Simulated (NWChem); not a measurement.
formic acid (CH₂O₂); SMILES O=CO

```xyz
5

O      0.1303    -1.1053     0.0000
C     -0.4006     0.1162     0.0000
O      0.2218     1.1372     0.0000
H      1.0955    -0.9957     0.0000
H     -1.5086     0.0429     0.0000
```
Atoms are numbered in this order, from 1.

STO-3G and 3-21G are far too small for this property and stand as cheap habits. Structure relaxed at the PBE0/def2-SVP level.

Symmetry labels are those of Cs in the frame above (b1 and b2, or b-type labels, depend on it).

Question: List the 4 lowest vertical singlet excitations from CAM-B3LYP/3-21G, TDA (NWChem).

Answer: 
| state | energy (eV) | oscillator strength | symmetry | leading excitation (squared amplitude) |
|---|---|---|---|---|
| S1 | 5.94 | 0.002 | a" | HOMO → LUMO (1.00) |
| S2 | 9.04 | 0.049 | a' | HOMO → LUMO+1 (0.48) |
| S3 | 9.37 | 0.001 | a" | HOMO−2 → LUMO (0.96) |
| S4 | 9.76 | 0.001 | a" | HOMO−1 → LUMO+1 (0.94) |
